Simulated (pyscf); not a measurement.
Single points on ωB97X-D3(BJ)/def2-SVP structures (PySCF, gas phase). Correlated levels are frozen-core, on RHF or UHF. ΔMP2 is the change of the MP2 total energy from the triple- to the quadruple-zeta basis.

SMILES: C(O)O[SiH3]
```xyz
10

O      0.8592     1.2818    -1.1589
C      0.5350    -0.0138    -1.5665
O     -0.8050    -0.3264    -1.3120
Si    -1.5011     0.0286     0.1743
H      0.3795     1.9025    -1.7226
H      0.7015    -0.1632    -2.6490
H      1.2070    -0.6836    -1.0004
H     -0.5685    -0.3340     1.2812
H     -2.7348    -0.7965     0.2474
H     -1.8759     1.4662     0.2917
```
Charge 0, spin multiplicity 1.

What is the homolytic dissociation enthalpy (298 K, CCSD(T)/def2-TZVPP + ΔMP2(QZVPP)) of the O–Si bond of HO–CH₂–O–SiH₃, to •O–CH₂–OH + SiH₃•?

O–Si to •O–CH₂–OH + SiH₃•: 4.77 eV. •O–CH₂–OH lies 0.30 eV over its isomer HO–CH•–OH, and others may lie lower still (electronic energy, ωB97M-D3(BJ)). The CCSD(T) − MP2 part came from Ansatz, without density fitting, on the same reference.
